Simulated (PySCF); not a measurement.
Adding and removing an electron: SiH

r²SCAN; Si def2-TZVPPD, H def2-TZVPPD; no relativity (PySCF 2.14). Neutral (UKS): doublet (π ↑), Re = 1.529 Å, ωe = 2019 cm⁻¹, De = 3.13 eV, HOMO -4.84 eV, LUMO -4.00 eV.

SiH⁺ (UKS): singlet (closed shell), Re = 1.517 Å, ωe = 2115 cm⁻¹, De = 3.26 eV to Si⁺ + H. The energies at the minima are -289.95637 hartree for SiH and -289.65516 for SiH⁺.

(1) Work out the adiabatic ionisation energy, without and with harmonic zero-point energies (1 hartree = 27.2114 eV, 1 eV = 8065.5 cm⁻¹), and the change of the bond length.

SiH⁻ (UKS): triplet (π ↑↑), Re = 1.555 Å, ωe = 1841 cm⁻¹, De = 3.12 eV to Si⁻ + H. The energies at the minima are -289.95637 hartree for SiH and -290.00504 for SiH⁻.

(2) Work out the adiabatic electron affinity, without and with harmonic zero-point energies (1 hartree = 27.2114 eV, 1 eV = 8065.5 cm⁻¹), and the change of the bond length.

For an ion De counts to the pair picked by the measured ionisation energies or electron affinities, which need not be the lowest pair at this level. The highest Kohn–Sham level is positive in this anion. Much of that is self-interaction error, but it also means that the finite basis helps to hold the extra electron. States were picked by a PBE0 search and need not be the measured ground states.

Answers

(1) At r²SCAN: 0.30121 hartree = 8.196 eV between the minima; the zero-point term (2115.0 − 2019.0)/2 cm⁻¹ = +0.006 eV makes it 8.202 eV. Re changes by -1.2 pm against the neutral. The electron leaves a π orbital, which is non-bonding in a hydride.

(2) At r²SCAN: 0.04867 hartree = 1.324 eV between the minima; the zero-point term (2019.0 − 1841.0)/2 cm⁻¹ = +0.011 eV makes it 1.335 eV. Re changes by +2.6 pm against the neutral. The electron enters a π orbital, which is non-bonding in a hydride.
